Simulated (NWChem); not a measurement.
# UHF/MINI run of SiH2SF (SMILES F[SiH2][S])

What is the vertical ionisation energy of SiH2SF at UHF/MINI? 

The calculation is run with NWChem 7.3.0.

1 further run of the same task is left out (set aside as unsound or not needed).

## Step 1: The structure to begin with

SiH2SF has 5 atoms, charge 0, and is taken as a doublet. SMILES: `F[SiH2][S]`. The shape is that of a PBE0-D4/def2-TZVP optimisation.

Bond lengths: F1–Si2 1.596 Å, Si2–S3 2.099 Å, Si2–H4 1.482 Å, Si2–H5 1.482 Å. Angles: F1–Si2–S3 114.0°, F1–Si2–H4 107.4°, F1–Si2–H5 107.4°, S3–Si2–H4 107.4°, S3–Si2–H5 107.4°, H4–Si2–H5 113.3°.

## Step 2: A single-point energy at UHF/MINI

File calc.nw:

```
start calc
memory total 2200 mb
charge 0
geometry units angstrom noautosym nocenter noautoz
  F    -0.324300   -0.023300    1.585400
  Si    0.086000   -0.081000    0.044500
  S    -1.148000    1.061300   -1.211000
  H    -0.023500   -1.493100   -0.391000
  H     1.459700    0.462600   -0.069300
end
basis spherical bse
  * library MINI
end
scf
  doublet
  uhf
  thresh 1e-08
  maxiter 80
  noprint "final vectors analysis"
end
task scf energy
```

Command:

```
nwchem calc.nw > calc.out
```

Log:

```text
[...]
  functions       =    25
[...]
  wavefunction    = UHF
[...]
         Total SCF energy =   -782.835565760517
      One electron energy =  -1367.883206640846
      Two electron energy =    442.403928811634
 Nuclear repulsion energy =    142.643712068695
                       Sz =      0.5000
                 Sz(Sz+1) =      0.7500
                      S^2 =      0.7528
[...]
```

It took 1.2 s on 1 thread of AMD EPYC 9R45 (Zen 5), shared host; peak memory 0.099 GiB.

## Step 3: The singlet cation, same level

File fh2ssi.nw:

```
start fh2ssi
memory 2200 mb
charge 1

geometry units atomic noautosym nocenter noautoz
  F  -0.61283818 -0.04403062  2.99597180
  Si  0.16251645 -0.15306782  0.08409281
  S  -2.16940559  2.00556634 -2.28845834
  H  -0.04440856 -2.82155008 -0.73888291
  H   2.75843322  0.87418731 -0.13095802
end

basis spherical bse
  F library MINI
  Si library MINI
  S library MINI
  H library MINI
end

scf
  nopen 0
  rhf
  thresh 1e-08
  maxiter 80
  print low
end

task scf
```

Command:

```
nwchem fh2ssi.nw > fh2ssi.out
```

Log:

```text
Northwest Computational Chemistry Package (NWChem) 7.3.0
             --------------------------------------------------------

           Job information
           ---------------

    nwchem branch   = 7.3.0
    use scalapack   = T
    input           = fh2ssi.nw
    prefix          = fh2ssi.
    data base       = ./fh2ssi.db
    status          = startup
    nproc           =        1

           Memory information
           ------------------

    heap     =     72089594 doubles =      550.0 Mbytes
    stack    =     72089599 doubles =      550.0 Mbytes
    global   =    144179200 doubles =     1100.0 Mbytes (distinct from heap & stack)
    total    =    288358393 doubles =     2200.0 Mbytes
    verify   = yes
    hardfail = no

           Directory information
           ---------------------

  0 permanent = .
  0 scratch   = .

                                NWChem Input Module
                                -------------------

                             Geometry "geometry" -> ""
                             -------------------------

 Output coordinates in a.u. (scale by  1.000000000 to convert to a.u.)

  No.       Tag          Charge          X              Y              Z
 ---- ---------------- ---------- -------------- -------------- --------------
    1 F                    9.0000    -0.61283818    -0.04403062     2.99597180
    2 Si                  14.0000     0.16251645    -0.15306782     0.08409281
    3 S                   16.0000    -2.16940559     2.00556634    -2.28845834
    4 H                    1.0000    -0.04440856    -2.82155008    -0.73888291
    5 H                    1.0000     2.75843322     0.87418731    -0.13095802

      Atomic Mass
      -----------

      F                 18.998400
      Si                27.976930
      S                 31.972070
      H                  1.007825

 Effective nuclear repulsion energy (a.u.)     142.6437016312

            Nuclear Dipole moment (a.u.)
            ----------------------------
        X                 Y               Z
 ---------------- ---------------- ----------------
   -35.2367781000    27.6024736100    -9.3441288300

            XYZ format geometry
            -------------------
     5
 geometry
 F                    -0.32430002    -0.02330000     1.58540012
 Si                    0.08600001    -0.08100001     0.04450000
 S                    -1.14800008     1.06130008    -1.21100009
 H                    -0.02350000    -1.49310011    -0.39100003
 H                     1.45970010     0.46260004    -0.06930000

 ==============================================================================
                                internuclear distances
 ------------------------------------------------------------------------------
       center one      |      center two      | atomic units |       a.u.
 ------------------------------------------------------------------------------
    2 Si               |   1 F                |     3.01531  |     3.01531
    3 S                |   2 Si               |     3.96567  |     3.96567
    4 H                |   2 Si               |     2.80016  |     2.80016
    5 H                |   2 Si               |     2.80005  |     2.80005
 ------------------------------------------------------------------------------
                         number of included internuclear distances:          4
 ==============================================================================

 ==============================================================================
                                 internuclear angles
 ------------------------------------------------------------------------------
        center 1       |       center 2       |       center 3       |  degrees
 ------------------------------------------------------------------------------
    1 F                |   2 Si               |   3 S                |   114.01
    1 F                |   2 Si               |   4 H                |   107.41
    1 F                |   2 Si               |   5 H                |   107.42
    3 S                |   2 Si               |   4 H                |   107.42
    3 S                |   2 Si               |   5 H                |   107.43
    4 H                |   2 Si               |   5 H                |   113.30
 ------------------------------------------------------------------------------
                            number of included internuclear angles:          6
 ==============================================================================

                      Basis "ao basis" -> "" (spherical)
                      -----
  [basis functions not shown]

 Summary of "ao basis" -> "" (spherical)
 ------------------------------------------------------------------------------
       Tag                 Description            Shells   Functions and Types
 ---------------- ------------------------------  ------  ---------------------
 F                            MINI                   3        5   2s1p
 Si                           MINI                   5        9   3s2p
 S                            MINI                   5        9   3s2p
 H                            MINI                   1        1   1s

                                 NWChem SCF Module
                                 -----------------

  ao basis        = "ao basis"
  functions       =    25
  atoms           =     5
  closed shells   =    20
  open shells     =     0
  charge          =   1.00
  wavefunction    = RHF
  input vectors   = atomic
  output vectors  = ./fh2ssi.movecs
  use symmetry    = F
  symmetry adapt  = F

 Forming initial guess at       0.0s

 Starting SCF solution at       0.0s

       Final RHF  results
       ------------------

         Total SCF energy =   -782.383417360395
      One-electron energy =  -1355.246840037137
      Two-electron energy =    430.219721045507
 Nuclear repulsion energy =    142.643701631235

        Time for solution =      0.6s

 Task  times  cpu:        0.6s     wall:        0.6s
 Total times  cpu:        0.6s     wall:        0.6s
```

Run time: 1.1 s. Hardware: 1 thread of AMD EPYC 9R45 (Zen 5), shared host; peak memory 0.098 GiB.

## Step 4: Results

Level: UHF/MINI.

| quantity | value |
| --- | --- |
| doublet SiH2SF: total energy | -782.83557 Eh |
| doublet SiH2SF: dipole moment | 1.06 D |
| doublet SiH2SF: ⟨S²⟩ | 0.753 |
| singlet cation: total energy | -782.38342 Eh |
| vertical ionisation energy (to the singlet cation) | 12.304 eV |

**Reading.** Removing an electron at fixed nuclei costs 12.30 eV (1187 kJ/mol). Only the singlet of the ionised species was computed; a triplet could lie lower. In a minimal basis such a difference can be off by several eV, whatever the method.
